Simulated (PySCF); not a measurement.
Numbering as in the mapped SMILES `[CH3:1][CH2:2][C:3]1([F:4])[CH2:5][CH2:6]1`. Hydrogens are named by the atom that carries them.

Geometry: GFN2-xTB; GIAO shifts from PySCF, gas phase, non-relativistic, averaged over equivalent atoms.

At PBE0/pcSseg-1 (147 basis functions, 11 s wall time on 1 thread of an Arm Neoverse V2, shared host):
| atoms | δ (ppm) |
| --- | --- |
| C3 | 81.5 |
| C2 | 33.5 |
| C5/C6 | 13.0 |
| C1 | 12.5 |
| F4 | -216.8 |
| H(C2) | 1.67 |
| H(C1) | 1.26 |
| Ha(C5)/Hb(C6) | 1.06 |
| Hb(C5)/Ha(C6) | 0.37 |

Chemical shifts δ = σref − σ; TMS for ¹³C (186.93 ppm), ¹H (31.72 ppm); CFCl3 for ¹⁹F (170.95 ppm), all at this level.

Q: What do these become at LC-wPBE/6-311+G(2d,p)?

A: 
```
        atoms  δ at LC-wPBE/6-311+G(2d,p)  change
           C3                        82.5    +1.0
           C2                        31.2    -2.3
        C5/C6                        13.2    +0.2
           C1                        11.0    -1.5
           F4                      -198.0   +18.8
        H(C2)                        1.69   +0.02
        H(C1)                        1.19   -0.07
Ha(C5)/Hb(C6)                        1.06   +0.00
Hb(C5)/Ha(C6)                        0.39   +0.02
```

Shifts are taken against calculated references (same method and geometry level): ¹³C (σref 193.22) and ¹H (σref 32.05) against TMS; ¹⁹F (σref 197.41) vs CFCl3.

The largest change is at F4 (fluorine on an sp3 carbon). Cost: 216 basis functions, roughly 2.1 core-minutes. The order of the carbon signals is the same at both levels.

Unscaled 19F shifts against computed CFCl3 carry errors that often reach 10 to 50 ppm.
